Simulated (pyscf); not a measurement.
Thermochemistry of product channels of Al–Cl [singlet] + ethylene (H₂C=CH₂) on the singlet surface, in eV, from CCSD(T)/def2-TZVPP + ΔMP2(QZVPP) energies (ideal gas, 1 atm, RRHO with modes under 100 cm⁻¹ raised to 100, one conformer, R ln 2 for chiral ones without a mode under 150 cm⁻¹). Structures and frequencies: ωB97X-D3(BJ)/def2-SVP in PySCF. MP2 and CC: frozen core, UHF for open shells. ΔMP2 is the change of the MP2 total energy from the triple- to the quadruple-zeta basis.

```csv
products,ΔE,ΔH(298 K),ΔG(298 K),ΔG(900 K)
cyclic C₂H₄AlCl (SMILES [Cl][Al]1[CH2][CH2]1),___,+0.34,+0.77,+1.60
Al–CH₂–CH₂–Cl [singlet],+1.39,+1.43,+1.85,___
```

### Question
What belongs in the gaps?

### Answer

- cyclic C₂H₄AlCl (SMILES [Cl][Al]1[CH2][CH2]1), ΔE: +0.35
- Al–CH₂–CH₂–Cl [singlet], ΔG(900 K): +2.66

These are energies of the channels, which say nothing of barriers. The CCSD(T) − MP2 part came from Ansatz, without density fitting, on the same reference.
